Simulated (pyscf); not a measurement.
## Addition across a multiple bond or ene-type step: O=Ru(=O)(=O)=O (SMILES [O]=[Ru](=[O])(=[O])=[O]) + H₂O (SMILES O) -> O=Ru(=O)(=O)(OH)–OH (SMILES [O]=[Ru](=[O])(=[O])([OH])[OH])

Gas phase, singlet surface, charge 0. Bonds broken: O6–H7. Bonds formed: Ru2–O6, O5–H7. Optimised with ωB97X-D3(BJ)/def2-SVP in PySCF.

Transition state (Å):

```xyz
8

O      1.0528     0.2015    -1.5440
Ru     0.0788     0.1188    -0.2033
O      1.0074     0.6845     1.0432
O     -1.1971     1.1092    -0.5138
O     -0.1887    -1.6546    -0.4202
O     -1.1359    -0.7093     1.3724
H     -0.7631    -1.6661     0.5398
H     -0.7059    -0.6483     2.2367
```

One imaginary mode, 1125i cm⁻¹; descent along it reached the two sides named, in the forms told below.

```csv
bond,change,reactant side (Å),saddle,product side
O6–H7,breaks,0.966,1.322,1.932
Ru2–O6,forms,2.8,2.155,1.944
O5–H7,forms,2.553,1.119,0.971
```

Electronic energies relative to the separated reactants (kJ/mol):

```csv
level,barrier,reaction energy,reverse barrier
ωB97X-D3(BJ)/def2-TZVP,134.5,+95.3,39.2
PBE/def2-TZVP,109.8,+81.5,28.2
r²SCAN/def2-TZVP,108.0,+72.3,35.7
B3LYP-D3(BJ)/def2-TZVP,125.6,+87.0,38.6
PBE0-D3(BJ)/def2-TZVP,122.8,+87.3,35.5
M06-2X/def2-TZVP,135.5,+96.8,38.8
ωB97M-D3(BJ)/def2-TZVP,136.9,+98.2,38.7
```

With ωB97M-D3(BJ)/def2-TZVP energies and thermal terms (ideal gas, 1 atm, RRHO with modes under 100 cm⁻¹ raised to 100, one conformer, R ln 2 for chiral ones without a mode under 150 cm⁻¹), in kJ/mol:

| T (K) | ΔH‡ | ΔG‡ | ΔH | ΔG |
|---|---|---|---|---|
| 298 | 131.2 | 172.7 | +104.5 | +144.6 |
| 600 | 131.6 | 214.9 | +107.3 | +184.5 |
| 900 | 134.3 | 256.0 | +111.9 | +222.1 |
| 1200 | 137.6 | 296.1 | +116.9 | +258.0 |

On the reactant side the descent ends in a complex (not fully relaxed), 19.7 kJ/mol under the separated species and 154.2 kJ/mol under the saddle at ωB97X-D3(BJ)/def2-TZVP. One saddle was located; it need not be the lowest between these sides. 2 of the closed-shell references are unstable towards spin polarisation; treat their single-reference values with care. Elements past Kr carry the def2 core potentials, without spin-orbit coupling.
